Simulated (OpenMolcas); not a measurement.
**Worked example: vertical ionisation energy of N2H (dinitrogen monohydride)**

N2H has 3 atoms, charge 0, and is taken as a doublet. SMILES: `[N]=N`. The coordinates come from a GFN2-xTB relaxation.

```xyz
3

N     0.7152   -0.6404    0.3252
N    -0.2432   -0.1854   -0.1527
H    -0.4720    0.8258   -0.1725
```

Both states at this one shape; open shells run unrestricted unless said. 1 Eh = 27.2114 eV.

| level | program | doublet N2H (Eh) | singlet N2H+ (Eh) |
| --- | --- | --- | --- |
| UPBE/STO-3G | OpenMolcas | -108.430602 | -108.139019 |
| U-r2SCAN/STO-3G | OpenMolcas | -108.511519 | -108.213150 |
| UM06-2X/STO-3G | OpenMolcas | -108.544922 | -108.248579 |

Question: Work out the vertical ionisation energy at each level.

Answer: 
1. UPBE/STO-3G: -108.139019 − (-108.430602) = 0.291583 Eh = 7.93 eV.
2. U-r2SCAN/STO-3G: -108.213150 − (-108.511519) = 0.298369 Eh = 8.12 eV.
3. UM06-2X/STO-3G: -108.248579 − (-108.544922) = 0.296343 Eh = 8.06 eV.

No measured value is set beside it here; the levels span 7.93 to 8.12 eV. Minimal sets are far from the basis-set limit.
